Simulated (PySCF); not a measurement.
This PySCF input asks for the NMR shieldings of SMILES CCC(C)=S, C4H8S; the geometry comes from GFN2-xTB, dihedral held.

```python
import basis_set_exchange as bse
import numpy as np
from pyscf import gto, dft
from pyscf.prop import nmr

atoms = """
C     1.626828   -0.373442   -0.126457
C     0.594971    0.547657    0.516802
C    -0.705364    0.664602   -0.213554
C    -1.183919   -0.495823   -1.011150
S    -1.580288    2.032292   -0.115648
H     2.547691   -0.343521    0.450831
H     1.280232   -1.402957   -0.155842
H     1.850659   -0.049093   -1.140383
H     1.012438    1.548251    0.646812
H     0.364942    0.172898    1.521957
H    -0.533740   -0.644009   -1.874387
H    -1.154243   -1.409326   -0.417151
H    -2.197847   -0.322762   -1.362787
"""
names = dict.fromkeys(["C", "S", "H"], "pcSseg-1")
basis = {el: gto.basis.parse(bse.get_basis(n, elements=[el], fmt="nwchem")) for el, n in names.items()}
mol = gto.M(atom=atoms, basis=basis, charge=0, verbose=0)
mf = dft.RKS(mol, xc="PBE0")
mf.grids.level = 2
mf.grids.alignment = dft.numint.BLKSIZE   # the property module wants whole blocks of grid points
mf.conv_tol = 1e-9
mf.kernel()

calc = nmr.RKS(mf)   # GIAO
C = mf.mo_coeff
Co = C[:, mf.mo_occ > 0]
resp = mf.gen_response(singlet=True, hermi=2)
def vind(x):   # induced exchange potential for any number of trial vectors
    d = np.einsum("pi,xij,qj->xpq", C, 2 * x.reshape(-1, C.shape[1], Co.shape[1]), Co, optimize=True)
    return np.einsum("xpq,pi,qj->xij", resp(d - d.transpose(0, 2, 1)), C, Co, optimize=True).ravel()
mo1, _ = nmr.rhf.solve_mo1(calc, with_cphf=vind)
sigma = calc.kernel(mo1)
for i, s in enumerate(sigma):   # ppm
    print("%2d %-2s %9.2f" % (i, mol.atom_pure_symbol(i), np.trace(s) / 3))
```

**Question.** What are the results?

**Answer.** 
```
 0 C     172.62
 1 C     135.77
 2 C     -92.54
 3 C     145.33
 4 S    -491.13
 5 H      30.46
 6 H      30.16
 7 H      30.60
 8 H      28.17
 9 H      28.71
10 H      28.90
11 H      28.78
12 H      28.45
```

These numbers come from an equivalent density-fitted implementation of the same equations, which agrees with the script to about 0.01 ppm for H and up to a few tenths of a ppm for heavy atoms, so last digits may differ.

The geometry is no minimum: GFN2-xTB, dihedral held.

Size and cost of the density-fitted run: 132 basis functions, 9.7 s wall time on 1 thread of an x86-64 server CPU, shared host.
